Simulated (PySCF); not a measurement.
**S: ionisation energy**

S [Ne] 3s2 3p4 (3P) → S⁺ [Ne] 3s2 3p3 (4S), as a difference of total energies. All numbers are calculated (PySCF 2.14, the spin-free X2C one-electron Hamiltonian (Gaussian nucleus), in x2c-QZVPPall with one added diffuse shell each of s, p, d, f type (10s7p5d3f1g, 86 functions)). Correlated levels: valence: [Ne] frozen; valence and next inner shell: 1s2 frozen. The calculations carry no spin-orbit coupling.

```json
{"method": "UHF", "ionisation energy (eV)": "9.221", "plus first-order spin-orbit estimate": "9.244", "error of that sum (eV)": "-1.116"}
{"method": "LDA", "ionisation energy (eV)": "10.553", "plus first-order spin-orbit estimate": "10.576", "error of that sum (eV)": "+0.216"}
{"method": "PBE", "ionisation energy (eV)": "10.413", "plus first-order spin-orbit estimate": "10.436", "error of that sum (eV)": "+0.076"}
{"method": "PBE0", "ionisation energy (eV)": "10.387", "plus first-order spin-orbit estimate": "10.411", "error of that sum (eV)": "+0.051"}
{"method": "r2SCAN", "ionisation energy (eV)": "10.374", "plus first-order spin-orbit estimate": "10.397", "error of that sum (eV)": "+0.037"}
{"method": "BP86", "ionisation energy (eV)": "10.592", "plus first-order spin-orbit estimate": "10.615", "error of that sum (eV)": "+0.255"}
{"method": "B3LYP", "ionisation energy (eV)": "10.540", "plus first-order spin-orbit estimate": "10.563", "error of that sum (eV)": "+0.203"}
{"method": "wB97M-V", "ionisation energy (eV)": "10.394", "plus first-order spin-orbit estimate": "10.417", "error of that sum (eV)": "+0.057"}
{"method": "M06-2X", "ionisation energy (eV)": "10.429", "plus first-order spin-orbit estimate": "10.452", "error of that sum (eV)": "+0.092"}
{"method": "MP2 (valence)", "ionisation energy (eV)": "10.074", "plus first-order spin-orbit estimate": "10.098", "error of that sum (eV)": "-0.262"}
{"method": "SCS-MP2 (valence)", "ionisation energy (eV)": "10.174", "plus first-order spin-orbit estimate": "10.197", "error of that sum (eV)": "-0.163"}
{"method": "MP2 (valence and next inner shell)", "ionisation energy (eV)": "10.074", "plus first-order spin-orbit estimate": "10.097", "error of that sum (eV)": "-0.263"}
{"method": "SCS-MP2 (valence and next inner shell)", "ionisation energy (eV)": "10.170", "plus first-order spin-orbit estimate": "10.193", "error of that sum (eV)": "-0.167"}
```

Reference: 10.360 eV (measured; NIST Atomic Spectra Database, ionization energies).

A first-order spin-orbit estimate (lowest level to lowest level, LS coupling) adds 0.023 eV.

Errors of the correlated levels include the incompleteness of this basis and the frozen core.
